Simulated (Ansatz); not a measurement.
C3H6O can be A, `C1COC1`, or B, `CC1CO1`.

Gas-phase electronic energies from Ansatz, PBE0-D4/def2-TZVP geometries. CCSD(T)/CBS adds triple-zeta CCSD(T) − MP2 to the extrapolated MP2 energy (def2 sets, frozen cores). DFT in def2-TZVPP. B3LYP here is the variant with VWN-RPA as its local correlation; programs differ in this.

Which is lower in electronic energy at CCSD(T)/CBS, and by how much? (Estimate.)

The calculation gave: B, by 2.6 kcal/mol.

Give E(B) − E(A) in kcal/mol with B3LYP-D4, CCSD(T)/def2-SVP, MP2/def2-TZVPP, PBE-D4, ωB97M-V, r2SCAN-D4, PBE0-D4. (An estimate is asked.)

The calculation gave: B3LYP-D4 -2.9, CCSD(T)/def2-SVP -2.6, MP2/def2-TZVPP -3.7, PBE-D4 -3.8, ωB97M-V -2.2, r2SCAN-D4 -4.6, PBE0-D4 -2.7. None reverses the order clearly.

Does the order hold for the free energy at 298.15 K (harmonic terms from PBE0-D4)? (An estimate is asked.)

Ansatz gave: Yes: G(B) − G(A) = -3.5 kcal/mol. Modes under 60 cm⁻¹, often nearly free rotors, make the harmonic entropy too high.

Largest T1 diagnostic: 0.011.

Leaving LDA and LC-ωPBE aside and taking each functional with its dispersion term where it has one, the values, not all of them listed here, spread over 3.0 kcal/mol, from B97M-V to BHLYP-D4. LDA lies +1.2 kcal/mol from PBE without D4. From r2SCAN to r2SCAN0 (25 % exact exchange), in def2-TZVPP and without D4, E(B) − E(A) moves by +1.0 kcal/mol.
